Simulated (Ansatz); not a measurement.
Saddle point of CH6ClSi, doublet (CH₃Cl ([CH3][Cl]) + SiH₃ → SiH₃Cl ([SiH3][Cl]) + CH₃; bonds formed: Cl1–Si3; bonds broken: Cl1–C2), PBE0-D4/def2-TZVP structure:

```json
{"atom": "Cl1", "x (Å)": "0.0111", "y (Å)": "0.0192", "z (Å)": "0.2954"}
{"atom": "C2", "x (Å)": "0.0864", "y (Å)": "0.1749", "z (Å)": "2.2445"}
{"atom": "Si3", "x (Å)": "-0.0842", "y (Å)": "-0.1715", "z (Å)": "-2.1856"}
{"atom": "H4", "x (Å)": "-0.8402", "y (Å)": "0.6627", "z (Å)": "2.5279"}
{"atom": "H5", "x (Å)": "0.1649", "y (Å)": "-0.8437", "z (Å)": "2.6094"}
{"atom": "H6", "x (Å)": "0.9675", "y (Å)": "0.7735", "z (Å)": "2.4492"}
{"atom": "H7", "x (Å)": "-0.8416", "y (Å)": "-1.4015", "z (Å)": "-2.5313"}
{"atom": "H8", "x (Å)": "-0.7718", "y (Å)": "1.0354", "z (Å)": "-2.7117"}
{"atom": "H9", "x (Å)": "1.3077", "y (Å)": "-0.2491", "z (Å)": "-2.6978"}
```

Energies are electronic, without zero-point energy. Barriers and step energies count from the start structure reached by relaxing down the imaginary mode; all methods use the PBE0-D4 structures, on which another method's saddle can fall below an end. Program: Ansatz 0.2.0. Basis: def2-TZVPP, with def2-QZVPP for the basis limit. Cores are frozen in the correlated methods; orbitals are unrestricted. B3LYP uses VWN-RPA correlation. Extrapolation: Hartree–Fock as exp(−7.88 √X), correlation as X^−2.97.

| method | barrier (kJ/mol) | step energy (kJ/mol) |
| --- | --- | --- |
| SPW92 | -5.2 | -60.3 |
| PBE-D4 | 9.6 | -77.2 |
| BLYP-D4 | 11.5 | -86.5 |
| r2SCAN-D4 | 15.9 | -100.5 |
| B97M-V | 26.0 | -98.3 |
| PBE0-D4 | 25.6 | -88.2 |
| B3LYP-D4 | 23.7 | -94.3 |
| r2SCAN0-D4 | 27.3 | -104.4 |
| BHLYP-D4 | 40.7 | -108.6 |
| CAM-B3LYP-D4 | 36.6 | -96.9 |
| wB97X-V | 39.9 | -96.9 |
| wB97M-V | ? | -100.6 |
| B2PLYP | ? | -98.1 |
| PBE-QIDH | 40.2 | -97.3 |
| RPA on PBE | 43.8 | -88.8 |
| HF | 86.2 | -129.8 |
| MP2 | ? | -97.2 |
| CCSD | 50.9 | -101.1 |
| CCSD(T) | 43.1 | -96.9 |

(1) Fill in the withheld barriers. (An estimate is asked for; the value comes from the calculation.)

The T1 diagnostic stays at or below 0.017. ⟨S²⟩ of the unrestricted Hartree–Fock references: 0.75 to 0.82 (a pure state has 0.75). The unrestricted reference is spin-contaminated, which hurts MP2 most. The start structure is not quite a true minimum (one mode of 44i cm⁻¹). The end structure is not quite a true minimum (one mode of 25i cm⁻¹).

## Answers

(1) By the calculation: wB97M-V 35.1; MP2 50.7; B2PLYP 33.6 kJ/mol. Each is the energy of the saddle less that of the start structure, by the same method.

For comparison, the barrier by CCSD(T) at an estimated basis limit (MP2 extrapolated from triple and quadruple zeta, plus CCSD(T) − MP2 in triple zeta) is 36.0 kJ/mol.

Radical steps of this kind take place in plasma deposition and etching.

Labels in which every atom is bracketed show which atoms are joined, not bond orders.

For scale, one of the runs: CCSD(T)/def2-TZVPP, 199 basis functions, launched by `ansatz run in.yaml --threads 4 --pin off --events-out ev --progress --plain --max-ram 9574MiB`. Hardware: 4 CPU threads of an Arm Neoverse V1, shared host. Wall time 110 s; peak host memory 5.7 GiB.
